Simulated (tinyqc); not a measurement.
The basis set: RHF and MP2 along a ladder of basis sets, for LiH, spin multiplicity 1. Computed by the program tinyqc with PySCF. Same geometry throughout; the dipole is taken about the origin.

Geometry (angstrom):

| atom | x | y | z |
|---|---|---|---|
| Li | 0.0000 | 0.0000 | 0.0000 |
| H | 0.0000 | 0.0000 | 1.5390 |

RHF and frozen-core MP2 in a ladder of bases:

| basis | functions | E(RHF) (hartree) | E(MP2 corr) (hartree) | HOMO (eV) | LUMO (eV) | dipole (debye) |
|---|---|---|---|---|---|---|
| sto-3g | 6 | -7.863222 | -0.012227 | -7.9019 | 2.1421 | 4.8447 |
| 3-21g | 11 | -7.928470 | -0.012355 | -8.2158 | 0.1220 | 5.7756 |
| 6-31g | 11 | -7.978194 | -0.012223 | -8.2660 | 0.2882 | 5.8161 |
| 6-31g** | 19 | -7.980190 | -0.020393 | -8.2502 | 0.2911 | 5.7758 |
| cc-pvdz | 19 | -7.982857 | -0.022508 | -8.2603 | 0.0723 | 5.8236 |
| cc-pvtz | 44 | -7.986029 | -0.027300 | -8.2816 | 0.0266 | 5.8482 |

What does the comparison show, and why?

From cc-pVDZ to cc-pVTZ the RHF energy falls by 3.2 mhartree and the correlation energy by 4.8. If valence correlation converges as X^-3, (27 E(T) - 8 E(D))/19 gives -0.0293 hartree, a rough estimate from such small X that usually falls short; STO-3G holds about 42 % of it. Beyond STO-3G the LUMO moves by 0.3 eV and the HOMO by 0.1 eV.
